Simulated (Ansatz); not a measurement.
# Gd, hcp: geometry optimisation

These are results of DFT, r2SCAN, plane waves (500 eV) with PAW, scalar-relativistic in Ansatz, not measurements. (PAW data from PBE, frozen cores regenerated.)

k-point mesh 10×10×6, Fermi-Dirac smearing 0.05 eV, starting moments 7.00 ×2 μB. Cell and atoms relax.

Starting structure:

```
CELL_PARAMETERS angstrom
3.63600 0.00000 0.00000
-1.81800 3.14887 0.00000
0.00000 0.00000 5.78260
ATOMIC_POSITIONS crystal
Gd 0.33333 0.66667 0.25000
Gd 0.66667 0.33333 0.75000
```

**Question.** What cell does the relaxation end in?

**Answer.** P6_3/mmc (spin ignored) with a = 3.640 Å, c = 5.911 Å (c/a = 1.624); 33.90 Å³ per atom against 33.10 at the start (2.4 %).

**Question.** How much energy does the relaxation gain?

**Answer.** 4.4 meV per atom.

**Question.** Which magnetic state does it end in?

**Answer.** ferromagnetic, net 7.94 μB per atom; moments 7.59 ×2 μB.

With an open f shell the SCF can settle in more than one state.
